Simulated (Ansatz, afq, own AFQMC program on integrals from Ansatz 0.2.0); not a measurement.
AFQMC on a folder of integrals that Ansatz 0.2.0 wrote.

```yaml
crystal:
  periodic: [false, false, false]
  atoms:
    - {symbol: Ge, position_ang: [0.000000, -0.030265, 0.000000]}
    - {symbol: H, position_ang: [0.000000, 1.090584, -1.133489]}
    - {symbol: H, position_ang: [0.000000, 1.090579, 1.133493]}
basis:
  gaussian: {orbitals: cc-pVDZ}
magnetization: {spin_polarized: true, initial_magnetization: 0}
correlation: {method: ccsd_t, electrons: outside_noble_gas, hamiltonian_folder: ham}
```

```sh
$ ansatz run in.yaml --threads 1 --pin off --events-out ev --progress --plain --max-ram 24576MiB --backend cuda --devices 0, --max-vram 18GiB
```

afq runs on the folder ham with

```
--method free --trial cisd --walkers 4000 --time-step 0.03 --max-blocks 4000 --target-error 0.0003 --factor-cut 1e-05 --seed 427 --times 0,0.3,0.6,1.2,1.8,2.4,3.6,4.8,6 --taylor-order 8
```

Times are imaginary, in 1/Eh. The walk had a cap of 61 s. Filled inner d shells are frozen with the cores.

```
orbitals 23  electrons 3 3  factors 173 of 415
reference energy -2076.44359467 Eh
CCSD correlation -0.11007903 Eh in 11 cycles, weight of the determinant in the CISD state 0.9166
repeat  energy at the last time / Eh  error
    10  -2076.556354  0.000042
    20  -2076.556289  0.000038
    30  -2076.556274  0.000031
time / (1/Eh)  energy / Eh  error  mean overlap
  0.00  -2076.553677  0.000006  1.0909
  0.30  -2076.554860  0.000010  1.0913
  0.60  -2076.555443  0.000010  1.0927
  1.20  -2076.555960  0.000010  1.0900
  1.80  -2076.556131  0.000016  1.0887
  2.40  -2076.556226  0.000015  1.0877
  3.60  -2076.556274  0.000023  1.0851
  4.80  -2076.556234  0.000022  1.0891
  6.00  -2076.556269  0.000030  1.0864
energy -2076.556269 +/- 0.000030 Eh
```

(1) Estimate how long the walk took on 1 × NVIDIA H100 80GB HBM3 with 2 threads of AMD EPYC 7R13 Processor (Zen 3), on a shared host (the card was shared).

The run passed its tests (error under three times the target), which doesn't prove that it has relaxed.

Against this walk (error 0.8 meV) on the same determinant: CCSD(T) 16.4 meV higher, CCSDT(Q) 0.3 meV higher (within the noise), CCSDTQ 0.2 meV lower (within the noise), full CI 0.2 meV lower (within the noise). The error is statistical, and a free projection of finite length keeps a remainder of its start.

Cautions: remainder of the start not in the error; no relativity below Rb; no spin-orbit coupling; inner d shell frozen; an unrestricted solution with more broken spin lies lower (27 meV, ⟨S²⟩ 0.23), while this determinant keeps restricted orbitals.

Results:

(1) 13 s of wall time.

CCSDT and higher add their correlation energy to the determinant of the CCSD(T) run, since their own runs factorise the integrals more tightly (a shift of under 2 meV). A walk keeps the symmetry of its determinant, which the program's search chose and which needn't be the lowest solution, so a lower state of the same spin and another symmetry isn't excluded.
